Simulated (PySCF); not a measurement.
System: C2H4NO, net charge 0, doublet state. It need not be the lowest isomer of its formula. SMILES: CC([NH])=O
Coordinates optimised at B3LYP-D3(BJ)/def2-TZVP (Ansatz):
```xyz
8

O      0.4806     1.2318     0.0712
C      0.0856     0.0703    -0.0239
N      1.0063    -0.9284     0.1131
C     -1.3604    -0.3142    -0.1021
H     -1.9628     0.5531    -0.3620
H     -1.5017    -1.1086    -0.8366
H     -1.6814    -0.7025     0.8666
H      1.9064    -0.6339    -0.2739
```
Charge 0, spin multiplicity 2.

Dispersion corrections to the total energy (kcal/mol) from the dftd3 and dftd4 libraries through PySCF: D3(BJ) without and D4 with the three-body term, each with the damping fitted for the functional named.

| functional | D3(BJ) | D4 |
|---|---|---|
| HF | -25.49 | -10.59 |
| BLYP | -5.95 | -5.96 |
| PBE0 | -2.36 | (withheld) |
| PBE | -2.86 | (withheld) |
| CAM-B3LYP | -1.99 | -2.09 |
| B3LYP | -4.81 | -4.14 |
| TPSS | -3.50 | (withheld) |

Q: Complete the blanks.

A: 
- PBE0, D4: -2.13
- PBE, D4: -2.58
- TPSS, D4: -3.51
